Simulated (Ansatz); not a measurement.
The pair A = H2O (SMILES O) (first 3 atoms), B = ClF (SMILES FCl); geometry from NCB31 set.
(charge 0, multiplicity 1):
```xyz
5

O      2.23982     0.00003    -0.08823
H      2.60089     0.76196     0.37705
H      2.60109    -0.76173     0.37719
Cl    -0.31587    -0.00007    -0.01691
F     -1.97231     0.00007     0.02657
```

Frozen-core correlation. MP2 and its Hartree–Fock in aug-cc-pV(Q+d)Z are density fitted.

Programs: Ansatz (Gaussian orbitals). 

The counterpoise-corrected interaction energy is E(AB) − E(A in the pair's basis) − E(B in the pair's basis). Total energies (hartree):

```csv
level,AB,A in the pair's basis,B in the pair's basis
HF/aug-cc-pV(T+d)Z,-634.9690933,-76.0602429,-558.9040386
MP2/aug-cc-pV(T+d)Z,-635.7019517,-76.3292996,-559.3641312
HF/aug-cc-pV(Q+d)Z,-634.9852554,-76.0655527,-558.9148750
MP2/aug-cc-pV(Q+d)Z,-635.7722329,-76.3519493,-559.4113245
CCSD(T)/aug-cc-pV(T+d)Z,-635.7505045,-76.3426433,-559.4001076
```

Task: Work out the counterpoise-corrected interaction energy at the basis-set limit: extrapolate the MP2 correlation part as X⁻³, take Hartree–Fock from the larger set, and add the CCSD(T) − MP2 difference of aug-cc-pV(T+d)Z.

Result: 
1. Differences (1 hartree = 627.509 kcal/mol): HF/aug-cc-pV(T+d)Z -3.019; MP2/aug-cc-pV(T+d)Z -5.347; HF/aug-cc-pV(Q+d)Z -3.029; MP2/aug-cc-pV(Q+d)Z -5.622; CCSD(T)/aug-cc-pV(T+d)Z -4.866.
2. Correlation parts, MP2 less HF: -2.327 in aug-cc-pV(T+d)Z (X = 3), -2.593 in aug-cc-pV(Q+d)Z (X = 4).
3. Limit (4³·(-2.593) − 3³·(-2.327))/(4³ − 3³) = -2.786; with HF/aug-cc-pV(Q+d)Z it gives -5.815.
4. CCSD(T) less MP2 in aug-cc-pV(T+d)Z: 0.481.
Result: -5.33 kcal/mol, against -5.35 at MP2/aug-cc-pV(T+d)Z. It is an estimate of this method's limit, not of the exact value.

Ansatz is a program for electronic structure.
